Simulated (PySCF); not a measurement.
**The bond of BF+, level by level**

An exercise on one series of results from a longer session: the logs are not shown, and one member is left open.

The runs use PySCF 2.14.0; B 6-311G(d,p), F 6-311G(d,p), no relativity.

Set-up of the first run:

Settings of the job:

```
atoms                         : B, F
charge                        : 1
basis                         : B 6-311G(d,p), F 6-311G(d,p)
Hamiltonian                   : no relativity
basis functions               : 36
electrons treated             : 13
masses in u                   : 11.0093, 18.9984
levels                        : PBE0, PBE, r²SCAN, MN15, B3LYP, BLYP, LC-ωPBE, HF, MP2, SCS-MP2, CCSD, CCSD(T)
grid                          : 80 radial by 434 angular points
occupations                   : held fixed by the projection of orbital angular momentum
dissociation limit            : B+ + F, each in its ground configuration
starting distance in angstrom : 1.530
values of 2S to try           : 1, 3
```

Command:

```
$ OMP_NUM_THREADS=1 python dia.py task.json out
```

Steps of the session up to this table: Input; The PBE0 curve of the state that the search chose; Higher solutions at PBE0; PBE (GGA); r²SCAN; MN15; B3LYP; BLYP (GGA); LC-ωPBE (range-separated hybrid); UHF (mean field); MP2 and coupled cluster.

One table of the session follows, with a row left open; its other results are not shown here.

Energy (eV) from each level's lowest point:

| R (Å) | UHF | UHF-MP2 | UHF-SCS-MP2 | UHF-CCSD | UHF-CCSD(T) |
| --- | --- | --- | --- | --- | --- |
| 1.046 | 1.348 | 1.609 | 1.600 | n/a | n/a |
| 1.094 | 0.555 | 0.737 | 0.730 | 0.703 | 0.735 |
| 1.143 | 0.136 | 0.242 | 0.239 | 0.223 | 0.243 |
| 1.179 | 0.007 | 0.059 | 0.057 | 0.050 | 0.060 |
| 1.216 | 0.000 | 0.000 | 0.000 | 0.000 | 0.000 |
| 1.252 | 0.089 | 0.040 | 0.041 | 0.047 | 0.037 |
| 1.301 | 0.321 | 0.210 | 0.211 | 0.225 | 0.201 |
| 1.362 | ? | ? | ? | ? | ? |
| 1.435 | 1.351 | 1.106 | 1.100 | 1.117 | 1.055 |
| 1.532 | 2.247 | 1.968 | 1.944 | n/a | n/a |

**Question.** Estimate the row for R (Å) = 1.362.

Worked estimate for «UHF». A straight line through the neighbours (1.301, 0.321) and (1.435, 1.351) gives 0.321 + (1.351 − 0.321) × (1.362 − 1.301) / (1.435 − 1.301) = 0.790; a parabola fitted to 4 rows on both sides gives 0.756.

**Answer.** UHF: 0.738; UHF-MP2: 0.559; UHF-SCS-MP2: 0.558; UHF-CCSD: 0.577; UHF-CCSD(T): 0.536. In «UHF» the line misses by +0.052 and the parabola by +0.018.

Caveats from the session: Lowest PBE0 solution found, without spin–orbit coupling: ²Σ⁺ (doublet), unpaired electrons σ ↑. Warnings in the runs' records: inverted.
